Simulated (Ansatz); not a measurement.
# Equilibrium lattice constant a of some cubic tetrahedrally bonded semiconductors and semimetals

Method: revPBE (Ansatz, an electronic-structure program, PAW). References are measured values corrected to a static lattice or taken at low temperature (these still hold zero-point motion). The table is a random draw of 6 from 11 solids with such references.

Values in Å.

```tsv
solid	reference	revPBE	error (%)
cubic BN	3.593*	3.639	+1.28
zinc-blende GaP	5.439*	5.542	+1.89
diamond	3.553* (3.543–3.555)	3.584	+0.87
grey tin (α-Sn)	6.477*	6.710	+3.60
zinc-blende BP	4.525*	4.568	+0.95
zinc-blende CuCl	5.409¶	?	?
```

Q: Estimate the withheld revPBE value.

A: The errors of the other rows run from +0.87 % to +3.60 %, with a median of +1.28 %; carried to the reference 5.409 it gives 5.478 Å. The run gives 5.509 Å (+1.85 %), +0.57 % from the estimate; the row was drawn at random, and such an estimate is rough. Over these 6 solids the mean error is +1.74 %, the mean absolute error 1.74 % (median 1.56 %), and the worst case grey tin (α-Sn) at +3.60 %; the value is above the reference in 6 of 6 cases. Over all 11, from unrounded values, the mean error is +2.19 % and the mean absolute error 2.19 % (median 1.97 %). Caveats on values not shown: the gap of the solid is closed in this run (2); the cell is over a tenth larger than the published one: the level's own overestimate first of all, though another phase or state, or a fault of the published cell, is possible (1).

A star marks references brought to a static lattice; the others are low-temperature values that still hold zero-point motion, which matters most for light elements.

Spin–orbit coupling is left out, also for the solids with elements from indium on (grey tin (α-Sn)); its size isn't shown.

¶ marks references of a special kind: zinc-blende CuCl, 5.409 Å (measured, low temperature, extrapolated to low temperature; as tabulated in arXiv:1206.3780).

Brackets give the range of the sources taken for a reference, where it is wide; it can hold other temperatures.

Differences are worked out from the printed values.

Caveats: the cell is over a tenth larger than the published one: the level's own overestimate first of all, though another phase or state, or a fault of the published cell, is possible (grey tin (α-Sn)). Ansatz's density-functional and Hartree–Fock values are scalar-relativistic unless marked +SOC, with PAW data made under PBE.

Ansatz's runs of these crystals have no spin polarisation.

Not in this set, of the tetrahedrally bonded semiconductors and semimetals with a reference value in our tables and a result at some level: 22 for a reference at room or unstated temperature; 6 for no value at revPBE (not run, a failed fit, an unstable or unbound cell, or a value held back for tests); 2 for a high-temperature or high-pressure phase; 1 for a cell known from the COD alone. These can be a level's best or worst cases. At least 6 more with a reference value are held back for tests. Solids without a released value at any level aren't counted. Layered and molecular crystals are counted apart. The metals Ce to Yb are counted apart.

References as tabulated in Mejia-Rodriguez and Trickey (2018), arXiv:1807.09216; Goldzak et al. (2022), arXiv:2208.04865; arXiv:1206.3780.
